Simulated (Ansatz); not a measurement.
Zn, dhcp: how the functional moves the structure

All rows: Ansatz, plane waves with scalar-relativistic PAW, 420 eV (500 eV for the SCAN forms), relaxed under each functional, no dispersion correction, no zero-point motion. B₀ comes from uniform scaling at fixed shape; a dash is a value not given.

| functional | V (Å³/atom) | cell | B₀ (GPa) | magnetic state | ΔE to hcp (meV/atom) |
| --- | --- | --- | --- | --- | --- |
| PBE | 15.21 | a = 2.658 Å, c = 9.940 Å (c/a = 3.740) | 72 | spin not included | 8 |
| r²SCAN | 14.43 | a = 2.614 Å, c = 9.759 Å (c/a = 3.734) | 90 | spin not included | 7 |
| PBEsol | 14.21 | a = 2.606 Å, c = 9.658 Å (c/a = 3.705) | 91 | spin not included | 9 |
| LDA | 13.61 | a = 2.567 Å, c = 9.537 Å (c/a = 3.715) | 104 | spin not included | 8 |
| revPBE | 15.71 | a = 2.686 Å, c = 10.058 Å (c/a = 3.745) | 64 | spin not included | 7 |
| RPBE | 15.91 | a = 2.697 Å, c = 10.105 Å (c/a = 3.747) | 61 | spin not included | 7 |

LDA gives the smallest volume and RPBE the largest.
